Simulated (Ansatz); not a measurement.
Compare A (`N=CCS`) with its isomer B (`CC(=N)S`).

Program: Ansatz. Geometries: PBE0-D4/def2-TZVP. ΔE: electronic, gas phase. CBS: MP2 limit from def2 TZ/QZ plus the TZ coupled-cluster correction, frozen cores. Functionals use def2-TZVPP. B3LYP here is the variant with VWN-RPA as its local correlation; programs differ in this. Each species was taken in one conformer, which may not be the lowest.

Problem. Which is lower in electronic energy at CCSD(T)/CBS, and by how much? (Estimate.)

Solution. Ansatz gave: B, by 8.3 kcal/mol.

Problem. Give E(B) − E(A) in kcal/mol with PBE-D4, B3LYP, BLYP-D4, MP2/def2-TZVPP, CCSD(T)/def2-SVP, LDA (SPW92), B3LYP-D4. (An estimate is asked.)

Solution. The calculation gave: PBE-D4 -10.5, B3LYP -8.8, BLYP-D4 -10.0, MP2/def2-TZVPP -9.0, CCSD(T)/def2-SVP -8.1, LDA (SPW92) -11.6, B3LYP-D4 -9.2. None reverses the order clearly.

Problem. Does the order hold for the free energy at 298.15 K (harmonic terms from PBE0-D4)? (Estimate.)

Solution. Ansatz gave: Yes: G(B) − G(A) = -8.2 kcal/mol, for one conformer each.

Largest T1 diagnostic: 0.013.

From BLYP to BHLYP (50 % exact exchange), in def2-TZVPP and without D4, E(B) − E(A) moves by +1.6 kcal/mol. In def2-TZVPP, CCSD(T) changes the Hartree–Fock value by −2.0 kcal/mol (the triples alone add −0.7 kcal/mol) and MP2 by −2.9 kcal/mol.
